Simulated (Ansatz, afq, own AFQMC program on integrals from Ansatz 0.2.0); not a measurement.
# BH, singlet: AFQMC among the cluster methods

```xyz
2

B     0.0000    0.0000    0.0000
H     0.0000    0.0000    2.0200
```

Basis cc-pVTZ. Only valence electrons are correlated. Ansatz 0.2.0 and our own AFQMC program on the same integrals; the CISD trial comes from CCSD amplitudes, and released means the phaseless constraint is let go. ± is one standard error of the sampling.

Determinant: RHF, the one that the program's search chose, which needn't be the lowest solution. The geometry is a point of a scan.

Full CI on the same integrals is exact in this basis and with this determinant's frozen core.

Cautions: restricted determinant unstable towards unrestricted (UHF 201 meV lower, ⟨S²⟩ 0.54); strong correlation (T1 0.031, weight of the determinant 0.87, largest double 0.19); the released energies are still falling, so no released level is given (meV from the phaseless value at times in 1/Eh: -2 ± 3 at 0.24, -5.7 ± 2.1 at 0.51, -11.4 ± 1.6 at 0.99, -16.4 ± 1.9 at 1.62, -22.5 ± 2.5 at 2.40), though the last usable value meets full CI within the noise; the ph-AFQMC/CISD walk drifts between its halves (2.2 errors).

- T1 diagnostic: 0.0308
- weight of the determinant in the CISD state: 0.870
- size of the correlated space: 4 electrons in 43 orbitals

Reference: full CI, correlation energy -3.176 eV.

```json
{"level": "HF", "E − E(reference) (kJ/mol)": "306.5", "share of correlation (%)": "0.00"}
{"level": "MP2", "E − E(reference) (kJ/mol)": "99.4", "share of correlation (%)": "67.56"}
{"level": "CCSD", "E − E(reference) (kJ/mol)": "11.2", "share of correlation (%)": "96.35"}
{"level": "CCSD(T)", "E − E(reference) (kJ/mol)": "2.1", "share of correlation (%)": "99.30"}
{"level": "CCSDT", "E − E(reference) (kJ/mol)": "0.2", "share of correlation (%)": "99.92"}
{"level": "CCSDT(Q)", "E − E(reference) (kJ/mol)": "0.0", "share of correlation (%)": "100.01"}
{"level": "ph-AFQMC/HF", "E − E(reference) (kJ/mol)": "15.2 ± 2.3", "share of correlation (%)": "95.05"}
{"level": "ph-AFQMC/CISD", "E − E(reference) (kJ/mol)": "2.6 ± 0.3", "share of correlation (%)": "99.14"}
```

CCSDT and higher add their correlation energy to the determinant of the CCSD(T) run, since their own runs factorise the integrals more tightly (a shift of under 2 meV). A walk keeps the symmetry of its determinant, which the program's search chose and which needn't be the lowest solution, so a lower state of the same spin and another symmetry isn't excluded.
